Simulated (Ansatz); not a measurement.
# BFH2S (built from SMILES FBS): search for a transition state

Wanted: the transition state of a 1,2-elimination (form F2–H4 and break B1–F2, S3–H4). The guess is relaxed with those distances held, a saddle search follows, and vibrations and two downhill relaxations check it.

Program: Ansatz 0.2.0, Gaussian basis. Level of theory: PBE0-D4, def2-SVP first, then def2-TZVP. These are calculated values, not measurements.

90 further runs of the same task are left out: 90 set aside as unsound or not needed.

## Step 1: The starting structure

The guess: 5 atoms, charge 0, spin multiplicity 1.

Atoms are counted from 1 here; the program's logs count them from 0.

Bond lengths: B1–S3 1.687 Å, B1–H5 1.153 Å. Angles: S3–B1–H5 146.8°.

Geometry (Å):

```
atom    x (Å)    y (Å)    z (Å)
  B1  -0.0865   0.4348   0.3863
  F2   0.9213  -0.8625   0.0299
  S3  -1.1837   0.3310  -0.8908
  H4   0.1158  -0.9001  -0.8661
  H5   0.2331   0.9968   1.3406
```

Distances that are to change: F2–H4 1.21 Å, B1–F2 1.68 Å, S3–H4 1.79 Å.

## Step 2: Relaxing the guess with the reacting distances held

File hold/in.yaml:

```yaml
crystal:
  periodic: [false, false, false]
  atoms:
    - {symbol: B, position_ang: [-0.086500, 0.434800, 0.386300]}
    - {symbol: F, position_ang: [0.921300, -0.862500, 0.029900]}
    - {symbol: S, position_ang: [-1.183700, 0.331000, -0.890800]}
    - {symbol: H, position_ang: [0.115800, -0.900100, -0.866100]}
    - {symbol: H, position_ang: [0.233100, 0.996800, 1.340600]}
basis:
  gaussian: {orbitals: def2-SVP}
hamiltonian: {xc: pbe0, dispersion: d4}
relax: {f_tol: 0.08, max_steps: 120, escape_saddle: false, constraints: [{distance: [1, 3]}, {distance: [0, 1]}, {distance: [2, 3]}]}
```

Run with:

```console
ansatz run in.yaml --threads 2 --pin off --events-out ev --progress --plain --max-ram 4352MiB
```

The runs that follow: A starting Hessian; Saddle search in the small basis; Saddle search in triple zeta; Vibrations at the point found; Relaxing after a step of 0.30 Å one way along the mode; Relaxing after a step of 0.30 Å the other way along the mode.

**Question.** What will these runs give? Wanted: imaginary mode; barrier from the start side; barrier from the end side; energy of the step; pairs that change; zero-point energy at the saddle.

The runs gave:

```
                       quantity                                     value
                 imaginary mode                                 525i cm⁻¹
    barrier from the start side                                  2.320 eV
      barrier from the end side                                  0.394 eV
             energy of the step                                 +1.926 eV
              pairs that change  F2–H4 formed, B1–F2 broken, S3–H4 broken
zero-point energy at the saddle                                  0.608 eV
```

**Reading.** One imaginary mode, 525i cm⁻¹, makes this a first-order saddle. The two relaxations end on the structures that were planned. At PBE0-D4/def2-TZVP the electronic barrier is 2.320 eV, about 90 kT at 298 K, and the step runs 1.926 eV uphill. A step off the saddle overshot and began above it in energy, so the link to its end is likely but not proven. Lower complexes than these ends may exist.
